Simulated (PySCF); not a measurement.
**Frontier orbitals and the lowest excitations**

Species: CH5ClSi.
Z-matrix (Å and degrees, PBE0-D3(BJ)/def2-SVP geometry), rows numbered from 1:
```
Si
C   1  1.8932
Cl  2  1.7909  1  109.75
H   1  1.4910  2  109.39  3   -60.05
H   1  1.4910  2  109.39  3    60.49
H   1  1.4964  2  109.05  3  -179.77
H   2  1.0998  1  111.62  3  -119.59
H   2  1.0998  1  111.61  3   119.58
```

Method used: TDDFT PBE0/def2-SVPD, vertical, gas phase, core orbitals frozen in the response (PySCF 2.14.0, density-fitted response routines).

Frontier orbitals with the atoms that hold most of them (Löwdin shares over 4%, at most four atoms; ? is withheld):

| orbital | ε (eV) | atoms |
| --- | --- | --- |
| LUMO+2 | 0.82 | Si1 48%, H4 14%, H5 14%, C2 9% |
| LUMO+1 | 0.51 | Cl3 30%, Si1 26%, C2 19%, H6 9% |
| LUMO | ? | ? |
| HOMO | -8.24 | ? |
| HOMO-1 | -8.68 | Cl3 78%, C2 13% |
| HOMO-2 | -9.81 | Si1 40%, H4 24%, H5 24%, C2 6% |
| HOMO-3 | -9.86 | Si1 40%, H6 28%, H5 11%, H4 11% |

Problem. Which atoms hold the HOMO, and with what shares?

Solution. Cl3 (bonded to C) 62%; C2 (bonded to Cl, Si and 2 H) 19%; Si1 (bonded to C and 3 H) 11%.

Problem. Give the leading atoms of the LUMO.

Solution. Cl3 (bonded to C) 33%; Si1 (bonded to C and 3 H) 21%; C2 (bonded to Cl, Si and 2 H) 19%; H6 (bonded to Si) 8%.

Problem. What is the LUMO energy, and the HOMO–LUMO gap?

Solution. ε(LUMO) = -0.08 eV; the gap is 8.16 eV (0.2999 hartree).

Problem. The HOMO–LUMO gap is 8.16 eV. Where does the response calculation put the lowest singlet, and from which orbitals?

Solution. S1 is at 6.67 eV (f = 0.024), 1.49 eV below the gap, made of HOMO→LUMO (90%). Without the coupling terms of the response equations the lowest excitation would equal the gap.

Problem. Give energy, strength and leading configuration of S1, S2, S3, S4 and S7, and follow the Löwdin shares of the leading atoms from the occupied to the empty orbital.

Solution. 
- S1 (6.67 eV, f 0.024), HOMO→LUMO (90%): Cl3 62% → 33%, C2 19% → 19%, Si1 11% → 21%
- S2 (7.06 eV, f 0.0020), HOMO-1→LUMO (88%): Cl3 78% → 33%, C2 13% → 19%, Si1 at most 4% → 21%
- S3 (7.42 eV, f 0.0079), HOMO→LUMO+1 (88%): Cl3 62% → 30%, C2 19% → 19%, Si1 11% → 26%
- S4 (7.85 eV, f 0.010), HOMO-1→LUMO+1 (86%): Cl3 78% → 30%, C2 13% → 19%, Si1 at most 4% → 26%
- S7 (8.47 eV, f 0.011), HOMO-2→LUMO (87%): Si1 40% → 21%, H4 24% → at most 8%, Cl3 at most 6% → 33%

Hardware: x86-64 server, one thread, on a shared host. Cost: 15 s of wall time.
